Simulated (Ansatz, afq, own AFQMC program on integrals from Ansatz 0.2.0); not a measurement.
## CHGe, quartet: AFQMC among the cluster methods

```xyz
3

Ge    0.0000    0.0140    0.3105
C     0.0000   -0.1369   -1.6710
H     0.0000    0.6198   -2.4658
```

Connectivity, by distances: Ge–CH.

Basis cc-pVDZ. Only valence electrons are correlated. Integrals, coupled cluster, full CI and functionals: Ansatz 0.2.0; the random walks run on the same integrals in our own AFQMC program. ph-AFQMC/CISD is guided by a CISD state made of CCSD amplitudes; releasing the constraint for a short imaginary time cuts its bias at the price of noise, slowly where states lie close. Free projection: walkers drawn from exp(T), propagated without any constraint. Its projection time is finite, and what remains of the start isn't in its error. ± is one standard error of the sampling. No spin–orbit coupling.

Determinant: UHF, the one that the program's search chose, which needn't be the lowest solution. The geometry is a PBE0/def2-TZVP stationary point of this or a neighbouring charge and spin state.

No full CI on the walks' own integrals is used here; CCSDT(Q) serves as the reference and is uncertain by about the last step of the cluster series.

Cautions: no relativity below Rb; no spin-orbit coupling; inner d shell frozen; lower spins were not checked.

```
T1 diagnostic                               : 0.0285
weight of the determinant in the CISD state : 0.886
⟨S²⟩ of the determinant                     : 3.778
size of the correlated space                : 9 electrons in 31 orbitals
```

```json
{"level": "MP2", "correlation energy (eV)": "-3.7539"}
{"level": "CCSD", "correlation energy (eV)": "-4.6612"}
{"level": "CCSD(T)", "correlation energy (eV)": "-4.7919"}
```

(1) Estimate where free-projection AFQMC lies against CCSD(T) on the same integrals.

(1) 2.9 ± 1.5 kJ/mol below CCSD(T). The gap is under twice the noise, so this walk alone can't tell the two apart.

Reference: CCSDT(Q), correlation energy -4.834 eV. The released energy is read at 2.40 1/Eh (meV from the phaseless value at times in 1/Eh: -3 ± 10 at 0.24, -10 ± 9 at 0.51, 0 ± 8 at 0.99, -12 ± 12 at 1.62, 2 ± 13 at 2.40).

| level | E − E(reference) (kJ/mol) | share of correlation (%) |
| --- | --- | --- |
| CCSD(T) | 4.1 | 99.12 |
| CCSDT | 0.8 | 99.82 |
| ph-AFQMC/HF | -0.9 ± 4.7 | 100.19 |
| ph-AFQMC/CISD | 0.7 ± 0.8 | 99.85 |
| released AFQMC | 0.9 ± 1.3 | 99.80 |
| free AFQMC | 1.1 ± 1.5 | 99.75 |

Free projections are given only where their last times agree within the noise and don't stop above the reference; a slow remainder of the start can still hide under it. A walk keeps the symmetry of its determinant, which the program's search chose and which needn't be the lowest solution, so a lower state of the same spin and another symmetry isn't excluded. Released energies are given only where the last usable release times agree within the noise; a slower fall can still hide under it.
